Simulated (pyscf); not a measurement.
silanol (HO–SiH₃) + water (H₂O) → silanol (HO–SiH₃) + water (H₂O) (four-centre exchange; singlet surface; H–O, H–O broken, H–O, H–O formed). Optimised with ωB97X-D3(BJ)/def2-SVP in PySCF. MP2 and CC: frozen core, UHF for open shells. ΔMP2 is the change of the MP2 total energy from the triple- to the quadruple-zeta basis. Energies in eV from the separated reactants.

| level | barrier | reaction energy |
|---|---|---|
| PBE0-D3(BJ)/def2-TZVP | 1.47 | 0.00 |
| M06-2X/def2-TZVP | 1.57 | 0.00 |
| HF/def2-TZVP | 2.41 | 0.00 |
| MP2/def2-QZVPP | (withheld) | 0.00 |
| CCSD/def2-TZVPP | 1.84 | 0.00 |
| CCSD(T)/def2-TZVPP | 1.71 | 0.00 |
| CCSD(T)/def2-TZVPP + ΔMP2(QZVPP) | (withheld) | 0.00 |

### Question
What belongs in the gaps?

### Answer

- MP2/def2-QZVPP, barrier: 1.62
- CCSD(T)/def2-TZVPP + ΔMP2(QZVPP), barrier: 1.73

On the reactant side the descent ends in a complex (not fully relaxed), 0.30 eV under the separated species and 1.94 eV under the saddle at ωB97X-D3(BJ)/def2-TZVP. On the product side the descent ends in a complex (not fully relaxed), 0.30 eV under the separated species and 1.94 eV under the saddle at ωB97X-D3(BJ)/def2-TZVP. At ωB97X-D3(BJ) the barrier from the zero used here is 1.63 eV. The same reactants have a lower exit, to HO–SiH₂–OH + H₂ (barrier +1.32 eV at ωB97M-D3(BJ), against +1.59 eV here). Another saddle between the same species, by other bonds, lies lower (1.07 eV against 1.59 eV at ωB97M-D3(BJ)). The CCSD(T) − MP2 part came from Ansatz, without density fitting, on the same reference.
